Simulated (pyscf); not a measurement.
This saddle point was located with ωB97X-D3(BJ)/def2-SVP in PySCF.

```xyz
10

N     -0.1355     0.5170     0.1055
N      0.8592    -0.0917    -0.7097
H     -0.1277     0.6007     1.3463
H     -0.3771     1.4387    -0.2691
H      0.3999    -0.7701    -1.3230
H      1.4726    -0.6245    -0.0933
Si    -1.6465    -0.5156     0.6970
H     -0.8103     0.3785     2.1958
H     -2.9207     0.0676     1.2327
H     -1.1400    -1.7674     1.3379
```
Charge 0, spin multiplicity 2.

Surface: doublet, charge 0. Lowest wavenumbers (cm⁻¹): 1612i, 142, 171, 239, 282.

Task: What reaction is this the transition state of?

Result: `[NH2][NH2]` + `[SiH3]` [doublet] ⇌ `[NH2][NH][SiH2]` [doublet] + `[H][H]`, a four-centre exchange read from left to right: H–N, H–Si broken and N–Si, H–H formed. At ωB97M-D3(BJ)/def2-TZVP it lies +39.7 kcal/mol from the left side and +46.1 kcal/mol from the right (each side as separated species at their lowest minima found). On the reactant side the descent ends in a complex (not fully relaxed), 5.5 kcal/mol under the separated species and 44.4 kcal/mol under the saddle at ωB97X-D3(BJ)/def2-TZVP. At the saddle there is also a short H–Si contact that neither side keeps. From the product side, NH₂• + HN=SiH₂ + H₂ lies, by one bond made or cut, 15.8 kcal/mol under this saddle at ωB97M-D3(BJ)/def2-TZVP. The same reactants have a lower exit, to H₂N–SiH₃ + NH₂• (barrier +6.3 kcal/mol at ωB97M-D3(BJ)/def2-TZVP, against +39.7 kcal/mol here). H₂N–NH–SiH₂• lies 53.8 kcal/mol over its isomer H₂N–SiH•–NH₂ (electronic energy, ωB97M-D3(BJ)/def2-TZVP). One saddle was located; it need not be the lowest between these sides.
